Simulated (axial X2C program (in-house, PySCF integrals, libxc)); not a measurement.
## AlCl: from the spin-free to the two-component result

All values were computed with an axial X2C code built on PySCF integrals. Spin-free means the one-electron spin-free X2C Hamiltonian; two-component (2c) means X2C with spin–orbit coupling and atomic mean-field two-electron Coulomb and Gaunt terms, so the difference of the two also holds small scalar two-electron terms. Basis: Cl dyall-av3z [9s8p3d2f], Al dyall-v3z [8s8p2d1f] (cores contracted in-house); Gaussian nuclei, density fitting, unrestricted open shells. Masses: Cl 34.969 u, Al 26.982 u.

Spin-free state: M_S = 0, Λ = 0 (closed shell); fragments Cl + Al.

```tsv
level	Re (Å)	ωe (cm⁻¹)	De (eV)	μ (D)
PBE0	2.155	469.0	5.103	1.67
HF	2.156	473.0	3.960	1.69
MP2	2.156	474.9	5.290	n/a
CCSD	2.156	475.0	4.985	n/a
CCSD(T)	2.158	472.9	5.092	n/a
BLYP	2.191	435.7	5.018	1.93
```

Correlated methods: 10 electrons correlated (number of frozen shells: Cl 2 s, 1 p; Al 2 s, 1 p), 168 virtual spin orbitals or spinors in MP2, 88 natural virtuals in coupled cluster.

Dipoles are positive if Al is the positive end.

Two-component determinant lowest at the distance of the search:

Ω = 0 (closed shell); fragments Cl + Al.

```csv
level,Re (Å),ωe (cm⁻¹),De (eV),μ (D)
PBE0,2.155,468.9,5.097,1.67
HF,2.156,472.9,3.899,1.69
MP2,2.156,474.8,5.250,n/a
CCSD,2.156,475.0,4.937,n/a
CCSD(T),2.159,473.0,5.047,n/a
BLYP,2.191,435.5,5.013,1.94
```

Task: From the two tables, how do the constants change at the CCSD(T) level (2c against spin-free)?

Result: At the CCSD(T) level Re is unchanged within 0.001 Å and ωe stays the same within 0.2 cm⁻¹; De changes by -0.045 eV.

The state is a single determinant with fixed occupations, the lowest that a limited PBE0 search found. The closed shell is kept restricted, so the energy runs too high when the bond is stretched far. De is counted from the lowest determinant-based energies of the atoms at the same level, without counterpoise correction. CCSD and (T) use frozen natural virtuals with an MP2 correction for the truncation; (T) itself is uncorrected, so its De runs slightly low. The 2c atoms are single determinants rather than J levels; their spin–orbit lowering is only partly caught, and De is too large by that part. This holds for PBE0, BLYP. The functionals have no current-density term, which raises determinants with orbital currents, atoms included.
